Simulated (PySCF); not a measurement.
# HBS (SMILES B=S): CISD/STO-6G

Aim: the vertical ionisation energy of HBS at CISD/STO-6G, from 2 runs. 

The calculation is run with PySCF 2.14.0.

9 further runs of the same task are left out: 9 set aside as unsound or not needed.

**1. The structure to begin with**

The species is HBS (3 atoms), meant as a singlet with charge 0. As SMILES, `B=S`. The shape is that of a PBE0-D4/def2-TZVP optimisation.

Bond lengths: B1–S2 1.598 Å, B1–H3 1.175 Å. Angles: S2–B1–H3 180.0°.

**2. A single-point energy at CISD/STO-6G**

Contents of calc.py:

```python
from pyscf import gto, scf, ci

mol = gto.Mole()
mol.atom = '''
B   -0.038660  -0.014560   0.134750
S    0.399170   0.147640  -1.393290
H   -0.360510  -0.133080   1.258530
'''
mol.verbose = 3
mol.basis = 'sto-6g'
mol.charge = 0
mol.max_memory = 1860
mol.build()

myscf = scf.RHF(mol)
myscf.conv_tol = 1e-10
myscf.kernel()
if not myscf.converged:
    myscf = myscf.newton().run(myscf.mo_coeff, myscf.mo_occ)

cisd = ci.CISD(myscf, frozen=6)
cisd.kernel()
e_tot = cisd.e_tot
print('E(%s) = %.9f' % ('CISD', e_tot))
```

Started as:

```console
OMP_NUM_THREADS=1 python calc.py
```

The log of the run:

```text
converged SCF energy = -421.364149347634
E(RCISD) = -421.4729034891517  E_corr = -0.1087541415177586
E(CISD) = -421.472903489
```

Wall time 0.83 s (1 thread of Arm Neoverse V1, shared host); peak memory 0.1 GiB.

**3. The doublet cation at the same level**

Contents of input.py:

```python
from pyscf import gto, scf, ci

molecule = gto.Mole()
molecule.atom = [
    ('B', (-0.038660, -0.014560, 0.134750)),
    ('S', (0.399170, 0.147640, -1.393290)),
    ('H', (-0.360510, -0.133080, 1.258530)),
]
molecule.basis = 'sto-6g'
molecule.spin = 1
molecule.verbose = 3
molecule.max_memory = 1860
molecule.charge = 1
molecule.build()

mf = scf.UHF(molecule)
mf.conv_tol = 1e-10
mf.kernel()
if not mf.converged:
    mf = mf.newton().run(mf.mo_coeff, mf.mo_occ)

cisd = ci.CISD(mf, frozen=6)
cisd.kernel()
e_final = cisd.e_tot
print('Final energy', e_final)
```

Started as:

```console
OMP_NUM_THREADS=1 python input.py
```

The log of the run:

```text
converged SCF energy = -421.089626997073  <S^2> = 0.76249148  2S+1 = 2.0124527
E(UCISD) = -421.1670155110152  E_corr = -0.07738851394225792
Final energy -421.1670155110152
```

It took 0.87 s on 1 thread of Arm Neoverse V1, shared host; peak memory 0.1 GiB.

**4. Summary of results**

Level: CISD/STO-6G, 6 core orbitals frozen.

```
                                                                  quantity          value
                                                 singlet HBS: total energy  -421.47290 Eh
                         singlet HBS: dipole moment (Hartree–Fock density)         0.96 D
                          singlet HBS: HOMO energy (Hartree–Fock orbitals)       -7.97 eV
                          singlet HBS: LUMO energy (Hartree–Fock orbitals)        7.70 eV
                        singlet HBS: HOMO–LUMO gap (Hartree–Fock orbitals)       15.66 eV
                  singlet HBS: correlation energy (6 core orbitals frozen)     -108.8 mEh
                                              doublet cation: total energy  -421.16702 Eh
doublet cation: HOMO energy (Hartree–Fock orbitals) (highest over α and β)      -17.84 eV
 doublet cation: LUMO energy (Hartree–Fock orbitals) (lowest over α and β)       -7.19 eV
               doublet cation: correlation energy (6 core orbitals frozen)      -77.4 mEh
                         doublet cation: ⟨S²⟩ of the reference determinant          0.762
                        vertical ionisation energy (to the doublet cation)       8.324 eV
```

What this shows: Removing an electron at fixed nuclei costs 8.32 eV (803 kJ/mol). In a minimal basis such a difference can be off by several eV, whatever the method.
